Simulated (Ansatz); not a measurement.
# SiH₂O+ (quartet): wave-function methods side by side, def2-TZVPP

The task here is to estimate one member of a computed series from the others.

Method: def2-TZVPP, core rule «outside noble gas», up to 6 orbitals frozen; program: Ansatz 0.2.0, Gaussian basis.

To be run: UHF; ROHF; CCSD(T) on UHF.

2 further runs of the same task are left out: 2 set aside as unsound or not needed.

## What is computed

The geometry is a PBE0/def2-TZVP stationary point (not a proven minimum) of the parent state, kept for this charge and spin.

4 atoms, charge 1, spin multiplicity 4.

Atoms are counted from 1 here; the program's logs count them from 0.

Bond lengths: Si1–O2 1.654 Å, Si1–H3 1.497 Å, O2–H4 0.960 Å. Angles: O2–Si1–H3 116.3°, Si1–O2–H4 116.5°.

Set-up of the first run:

The input, in.yaml:

```yaml
crystal:
  periodic: [false, false, false]
  atoms:
    - {symbol: Si, position_ang: [0.025157, -0.096377, 0.597723]}
    - {symbol: O, position_ang: [-0.094714, 0.094069, -1.040960]}
    - {symbol: H, position_ang: [0.079727, 1.161161, 1.408550]}
    - {symbol: H, position_ang: [0.722716, 0.031127, -1.540129]}
basis:
  gaussian: {orbitals: def2-TZVPP}
total_charge: 1
magnetization: {spin_polarized: true, initial_magnetization: 3}
hamiltonian: {xc: hf}
output: {orbitals: {seedname: orbitals}}
```

Launch:

```bash
> ansatz run in.yaml --threads 1 --pin off --events-out ev --progress --plain --max-ram 4096MiB --backend cpu
```

Steps of the session up to this table: UHF; ROHF; CCSD(T) on UHF.

One of the session's tables, all rows but one given; the rest of the session is left out.

| method | from UCCSD(T) (kcal/mol) |
| --- | --- |
| ROHF | ? |
| UHF | +182.83 |
| UMP2 | +24.30 |
| UCCSD | +5.26 |
| UCCSD(T) | 0 |

Q: Estimate the row for ROHF from the others.

As computed: from UCCSD(T) (kcal/mol): +186.98. In the column «from UCCSD(T) (kcal/mol)» it is the highest.
